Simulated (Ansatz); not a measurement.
**C₂H₃FO₂: small, medium and large basis sets**

One table from this session's results is given with a row withheld; the runs are named, their logs left out.

The runs use Ansatz 0.2.0, Gaussian basis; one geometry, several basis sets.

The runs, in order: PBE0-D4/def2-SVP; ωB97M-V/def2-SVP; PBE0-D4/def2-QZVPP; ωB97M-V/def2-QZVPP; the functionals' def2-TZVPP values are taken from earlier runs.

### The relaxed structure

All runs share one geometry, relaxed beforehand with PBE0-D4 in a triple-zeta def2 set.

SMILES `FC1OCO1`, 8 atoms, charge 0, spin multiplicity 1.

Atoms are counted from 1 here; the program's logs count them from 0.

Bond lengths: F1–C2 1.350 Å, C2–O3 1.392 Å, C2–O5 1.392 Å, C2–H6 1.095 Å, O3–C4 1.422 Å, C4–O5 1.422 Å, C4–H7 1.094 Å, C4–H8 1.095 Å. Angles: F1–C2–O3 112.2°, F1–C2–O5 112.2°, F1–C2–H6 107.1°, O3–C2–O5 94.4°, O3–C2–H6 115.4°, O5–C2–H6 115.4°, C2–O3–C4 86.9°, O3–C4–O5 91.7°, O3–C4–H7 112.6°, O3–C4–H8 113.3°, O5–C4–H7 112.6°, O5–C4–H8 113.3°, H7–C4–H8 111.9°, C2–O5–C4 86.9°.

Geometry (Å):

```
F    -1.5538    1.0205    0.7076
C    -0.3322    0.8478    0.1588
O    -0.3683    0.0143   -0.9550
C     0.4353   -0.8911   -0.2089
O     0.4652   -0.0119    0.9083
H     0.0866    1.8442   -0.0146
H     1.4237   -1.0388   -0.6531
H    -0.0644   -1.8422    0.0013
```

Set-up of the first run:

The input, in.yaml:

```yaml
crystal:
  periodic: [false, false, false]
  atoms:
    - {symbol: F, position_ang: [-1.553764, 1.020540, 0.707587]}
    - {symbol: C, position_ang: [-0.332221, 0.847759, 0.158781]}
    - {symbol: O, position_ang: [-0.368251, 0.014253, -0.955020]}
    - {symbol: C, position_ang: [0.435331, -0.891132, -0.208924]}
    - {symbol: O, position_ang: [0.465185, -0.011877, 0.908281]}
    - {symbol: H, position_ang: [0.086589, 1.844220, -0.014574]}
    - {symbol: H, position_ang: [1.423712, -1.038771, -0.653087]}
    - {symbol: H, position_ang: [-0.064383, -1.842193, 0.001256]}
basis:
  gaussian: {orbitals: def2-SVP}
hamiltonian: {xc: pbe0, dispersion: d4}
output: {orbitals: {seedname: orbitals}}
```

Started as:

```
$ ansatz run in.yaml --threads 2 --pin off --events-out ev --progress --plain --max-ram 4352MiB
```

Among the steps run: PBE0-D4 in def2-SVP; ωB97M-V in def2-SVP; PBE0-D4 in def2-QZVPP; ωB97M-V in def2-QZVPP.

One table of the session follows, with a row left open; its other results are not shown here.

It belongs to the step «Density functionals: the series». 

| functional | basis | HOMO (eV) | LUMO (eV) |
| --- | --- | --- | --- |
| PBE0-D4 | def2-SVP | -8.48 | 1.69 |
| PBE0-D4 | def2-TZVPP | -8.58 | 1.08 |
| PBE0-D4 | def2-QZVPP | -8.63 | 0.89 |
| ωB97M-V | def2-SVP | ? | ? |
| ωB97M-V | def2-TZVPP | -10.98 | 3.02 |
| ωB97M-V | def2-QZVPP | -11.03 | 1.98 |

Q: Estimate the row for ωB97M-V, def2-SVP from the others.

The run gave: HOMO (eV): -10.87; LUMO (eV): 3.85. In the column «HOMO (eV)» it lies between ωB97M-V, def2-TZVPP (-10.98) and PBE0-D4, def2-QZVPP (-8.63).
